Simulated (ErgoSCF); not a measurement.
# OF (Oxygen monofluoride): a first try and a second

Wanted: the energy of OF (Oxygen monofluoride), UB3LYP5 with 15 % exact exchange/aug-cc-pVDZ.

Program for the calculation: ErgoSCF 3.8.

9 further runs of the same task are left out: 5 that didn't finish, 4 set aside as unsound or not needed.

### 1 The system as given

The species is OF (2 atoms), meant as a doublet with charge 0. As SMILES, `[O]F`. Geometry: relaxed at GFN2-xTB.

Bond lengths: O1–F2 1.298 Å.

### 2 First attempt

The input, input.xyz:

```xyz
2
FO
O      0.000000     0.000000     0.000000
F      0.000000     0.000000     0.300000
```

Command:

```sh
$ ergo -m input.xyz -e 'set_nthreads(1)' -e 'scf.convergence_threshold = 1e-06' -e 'scf.max_number_of_iterations = 99' -e 'basis = "aug-cc-pVDZ"' -e 'scf.output_mulliken_pop = 1' -e 'tmpdir = "."' -e 'spin_polarization = 1' -e 'run "Combine hf=0.15 slater=0.85 becke=0.72 vwn=0.19 lyp=0.81"'
```

The program printed:

```text
[...]
INDF Weighted mixed functional:
[...]
INSC Energy   1 =        -21.23333280548
[...]
INDE PURIFICATION CONVERGED after 26 iterations
[...]
ERDE Error in purification: Puri->info.converged() returned false.
ERDE get_dens_from_fock  (GetDensFromFock class) : error while getting density matrix; trying with diagonalization instead.
[...]
INDE PURIFICATION CONVERGED after 44 iterations
[...]
INDE PURIFICATION CONVERGED after 44 iterations
[...]
INDE E(LUMO) - E(HOMO) <=          0.05521301622 =          1.50242271745 eV
[...]
INSC Energy  13 =       -144.00380262273  ( diff     -0.000000000069974 )
[...]
RESC CONVERGED after  13 iterations.
RESC FINAL ENERGY:       -144.00380262273
RESC FINAL <S2> =          0.75584797631
[...]
INSC SCF: dipole_moment_x [atomic units] =      -0.00000000
INSC SCF: dipole_moment_y [atomic units] =       0.00000000
INSC SCF: dipole_moment_z [atomic units] =      -0.36213153
[...]
```

It took 6.9 s on 1 thread of Arm Neoverse V1, shared host; peak memory 0.26 GiB.

### 3 Reading the log

It ran to the end. The result can't be trusted all the same.

What is wrong: two atoms lie on top of or far too near each other. As the program read them, the closest atoms are 0.30 Å apart, against 1.30 Å in the sound input.

### 4 Try two

The input, molecule.xyz:

```xyz
2

O      0.000000     0.000000     0.000000
F      0.000000     0.000000     1.298450
```

Command:

```sh
$ ergo -m molecule.xyz -e 'set_nthreads(1)' -e 'scf.output_mulliken_pop = 1' -e 'scf.max_number_of_iterations = 80' -e 'tmpdir = "."' -e 'basis = "aug-cc-pVDZ"' -e 'spin_polarization = 1' -e 'scf.convergence_threshold = 1e-06' -e 'run "Combine hf=0.15 slater=0.85 becke=0.72 vwn=0.19 lyp=0.81"'
```

The program printed:

```text
[...]
INDF Weighted mixed functional:
[...]
INSC Energy   1 =        -69.60335147303
[...]
ERDE Error in purification: Puri->info.converged() returned false.
ERDE get_dens_from_fock  (GetDensFromFock class) : error while getting density matrix; trying with diagonalization instead.
[...]
INDE PURIFICATION CONVERGED after 46 iterations
[...]
INDE PURIFICATION CONVERGED after 33 iterations
[...]
INDE PURIFICATION CONVERGED after 36 iterations
[...]
INDE E(LUMO) - E(HOMO) <=          0.10840707073 =          2.94990668742 eV
[...]
INSC Energy  24 =       -174.75656086283  ( diff     -0.000000000011426 )
[...]
RESC CONVERGED after  24 iterations.
RESC FINAL ENERGY:       -174.75656086283
RESC FINAL <S2> =          0.75274834748
[...]
INSC SCF: dipole_moment_x [atomic units] =      -0.00000000
INSC SCF: dipole_moment_y [atomic units] =      -0.00000000
INSC SCF: dipole_moment_z [atomic units] =       0.09069503
[...]
```

Wall time 12 s (1 thread of Arm Neoverse V1, shared host); peak memory 0.26 GiB.

### 5 Summary of results

At UB3LYP5 with 15 % exact exchange/aug-cc-pVDZ:

```
     quantity          value
 total energy  -174.75656 Eh
dipole moment         0.23 D
         ⟨S²⟩          0.753
```

What this shows: The first attempt's energy was +836.825 eV off this one.
